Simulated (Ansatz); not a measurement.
Gas-phase electronic energies from Ansatz, PBE0-D4/def2-TZVP geometries. CCSD(T)/CBS is the MP2 limit (def2-TZVPP, def2-QZVPP) plus CCSD(T) − MP2 in def2-TZVPP, frozen cores. This one scheme is used for every species. DFT in def2-TZVPP. HSE06 is defined as in plane-wave codes. One conformer a species, not always the lowest.

Consider the hydrogenolysis of a C–F bond: `OCC#CF` + H₂ → `C#CCO` + H–F.

Task: Is it downhill or uphill in electronic energy at CCSD(T)/CBS, and by how much? (Estimate.)

Result: Ansatz gave: Downhill: ΔE = -40.6 kcal/mol.

Task: What do these levels give: PBE-D4, B97M-V, r2SCANh-D4, r2SCAN0-D4, HSE06-D4, r2SCANh, BHLYP, LC-ωPBE, MP2/def2-SVP, CCSD(T)/def2-SVP, SCS-MP2/def2-QZVPP, CCSD/CBS(def2)? (An estimate is asked.)

Result: Computed: PBE-D4 -33.6, B97M-V -35.8, r2SCANh-D4 -36.0, r2SCAN0-D4 -37.0, HSE06-D4 -36.0, r2SCANh -36.1, BHLYP -38.3, LC-ωPBE -36.0, MP2/def2-SVP -34.6, CCSD(T)/def2-SVP -33.9, SCS-MP2/def2-QZVPP -40.6, CCSD/CBS(def2) -41.3 kcal/mol.

Largest T1 diagnostic among the species: 0.012.

Leaving LDA and LC-ωPBE aside and taking each functional with its dispersion term where it has one, the values, not all of them listed here, spread over 5.0 kcal/mol, from PBE-QIDH to PBE-D4. LDA lies +1.8 kcal/mol from PBE without D4. From r2SCAN to r2SCAN0 (25 % exact exchange), in def2-TZVPP and without D4, ΔE moves by −1.7 kcal/mol. At CCSD(T), def2-SVP lies +6.7 kcal/mol from the extrapolated value and def2-TZVPP +1.2 kcal/mol.
